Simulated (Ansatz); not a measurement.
# CH8Si2: the cost of one run

Program: Ansatz 0.2.0. Level of theory: RKS PBE/def2-SVP. These are calculated values, not measurements.

### Step 1. The structure to begin with

Bond lengths: Si1–Si2 2.589 Å, Si1–C3 1.912 Å, Si1–H5 1.465 Å, Si1–H6 1.466 Å, Si2–H7 1.469 Å, Si2–H8 1.475 Å, Si2–H9 1.469 Å, C3–H10 1.081 Å, C3–H11 1.080 Å. Angles (14 of 15 angles, heavy atoms first): Si2–Si1–C3 78.5°, Si1–Si2–H7 111.7°, Si1–Si2–H8 114.4°, Si1–Si2–H9 110.3°, Si2–Si1–H5 121.3°, Si2–Si1–H6 121.8°, C3–Si1–H5 112.2°, C3–Si1–H6 112.2°, Si1–C3–H10 117.5°, Si1–C3–H11 118.0°, H7–Si2–H8 103.9°, H7–Si2–H9 112.1°, H8–Si2–H9 104.1°, H5–Si1–H6 107.3°.

As a file:

```xyz
11

Si   -0.6388    0.0849    1.1935
Si    1.3045   -0.8492   -0.2390
C    -1.0067    0.8737   -0.5092
H     0.0852    0.2855   -1.1207
H    -1.7302   -0.7788    1.6523
H    -0.4158    1.0933    2.2337
H     2.1600    0.2253   -0.7602
H     2.2392   -1.7218    0.4960
H     0.7816   -1.7076   -1.3101
H    -0.8877    1.9445   -0.5991
H    -1.8913    0.5500   -1.0371
```

### Step 2. Pulling towards end A

Springs on the bonds that form and break draw the guess towards this end; the thresholds are loose.

input.yaml reads:

```yaml
crystal:
  periodic: [false, false, false]
  atoms:
    - { symbol: Si, position_ang: [-0.6388, 0.0849, 1.1935] }
    - { symbol: Si, position_ang: [1.3045, -0.8492, -0.239] }
    - { symbol: C, position_ang: [-1.0067, 0.8737, -0.5092] }
    - { symbol: H, position_ang: [0.0852, 0.2855, -1.1207] }
    - { symbol: H, position_ang: [-1.7302, -0.7788, 1.6523] }
    - { symbol: H, position_ang: [-0.4158, 1.0933, 2.2337] }
    - { symbol: H, position_ang: [2.16, 0.2253, -0.7602] }
    - { symbol: H, position_ang: [2.2392, -1.7218, 0.496] }
    - { symbol: H, position_ang: [0.7816, -1.7076, -1.3101] }
    - { symbol: H, position_ang: [-0.8877, 1.9445, -0.5991] }
    - { symbol: H, position_ang: [-1.8913, 0.55, -1.0371] }
basis:
  gaussian: { orbitals: def2-SVP }
hamiltonian:
  xc: pbe
relax:
  f_tol: 0.15
  max_steps: 25
  restrain:
    - { distance: [3, 1], at: 2.72, k: 30.0 }
    - { distance: [0, 1], at: 2.22, k: 30.0 }
    - { distance: [3, 2], at: 1.07, k: 30.0 }
```

Command:

```sh
$ ansatz run input.yaml --threads 2 --pin off --max-ram 3072MiB --backend cpu --events-out ev --progress --plain --runs-dir out
```

**Question.** How long does this run take on 2 threads of Intel Xeon at 2.80GHz (Skylake/Cascade Lake), shared host, and how much memory does it need?

About 7.7 s, with a peak of 0.14 GiB.
